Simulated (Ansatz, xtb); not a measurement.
**Ranking isomers of H3NPSi**

13 gas-phase structures of H3NPSi, found in a search over its isomers (lower ones may exist). Each was relaxed with GFN2-xTB; where two conformers were screened, the lower at r2SCAN-D4/def2-SVP is listed:

A. `N1[SiH2][P]1`, a doublet
B. `[H]/P=N\[SiH2]`, a doublet
C. `[H]/[Si]=N\P`, a doublet
D. `[SiH3]N=[P]`, a doublet
E. `[H]/[Si]=N/P`, a doublet
F. `[H]/N=[Si]/P`, a doublet
G. `N[SiH]=[P]`, a doublet
H. `N1[SiH]P1`, a doublet
I. a doublet given by its coordinates
J. `[H]/P=N/[SiH2]`, a doublet
K. `[H]/N=P/[SiH2]`, a doublet
L. `[H]/N=[SiH]/[PH]`, a doublet
M. a doublet given by its coordinates

I (Å):

```xyz
6

N     0.4814    1.9280    0.4723
P    -2.3506    1.7054    1.9402
Si   -1.0811    2.6193    0.4203
H     1.1818    2.0871   -0.2312
H     0.8121    1.3227    1.2087
H    -3.0297    2.8909    2.1932
```

Close contacts (Å): N1–Si3 1.71, P2–Si3 2.18, N1–H4 1.01, N1–H5 1.01, P2–H6 1.39.

M (Å):

```xyz
6

N     0.3264   -0.3364   -0.8905
P    -0.5815   -1.7208   -0.6299
Si    1.4931    0.2977    0.2403
H     1.8616    1.4676   -0.6105
H     0.1367    0.1033   -1.7831
H    -0.0303   -1.9600    0.6320
```

Close contacts (Å): N1–P2 1.68, N1–Si3 1.74, N1–H5 1.01, P2–H6 1.40, Si3–H4 1.49.

Q: Which do you expect lowest at r2SCAN-D4/def2-SVP, and how would the others follow?

A: Calculated order at r2SCAN-D4/def2-SVP: G (0.0), I (2.9), A (6.1), D (8.6), M (18.2), F (22.4), L (22.5), H (23.5), B (23.8), J (24.3), E (30.2), K (35.8), C (41.3) kcal/mol. Less than 1 kcal/mol parts F and L; H and B; B and J, so the order within those pairs means little.

Energies above the lowest of each column, in kcal/mol; the last columns are at PBE-D3(BJ)/def2-SVP geometries and were run for some of them only (a dash: not run or not comparable):

```tsv
structure	GFN2-xTB	HF/STO-3G	r2SCAN-D4/def2-SVP	PBE-D3(BJ)/def2-SVP	CCSD(T)/def2-SVP
G	17.6	16.7	0.0	0.0	0.0
I	25.7	8.3	2.9	0.2	4.6
A	15.3	9.8	6.1	4.2	6.3
D	0.0	0.0	8.6	6.8	0.8
M	27.0	5.3	18.2	13.5	–
F	23.6	36.2	22.4	–	–
L	20.4	27.2	22.5	–	–
H	27.8	30.7	23.5	–	–
B	6.6	28.7	23.8	–	–
J	5.2	27.0	24.3	–	–
E	23.4	26.9	30.2	–	–
K	26.3	34.8	35.8	–	–
C	28.0	49.9	41.3	–	–
```

CCSD(T)/def2-SVP has D and G within 1 kcal/mol of each other at the bottom, and every level picks one of them. CCSD(T)/def2-SVP orders those it was run on as G (0.0), D (0.8), I (4.6), A (6.3) kcal/mol. Less than 1 kcal/mol parts G and D, so the order within that pair means little. Some further structures that were screened fall inside this span and aren't listed. Flexible structures stand in one conformer each, not always the lowest. Frequencies (PBE-D3(BJ)/def2-SVP) were run for A, D, G, I alone. Open shells are spin-unrestricted, some with notable spin contamination. Large T1 diagnostics make some coupled-cluster values less sure.

Over these structures GFN2-xTB departs from r2SCAN-D4/def2-SVP by 10.7 kcal/mol on average once a common shift is removed. A GFN2-xTB relaxation took about 0.85 s and the r2SCAN-D4/def2-SVP energy about 10 s on a shared host (Ansatz 0.2.0, xtb 6.7.1).
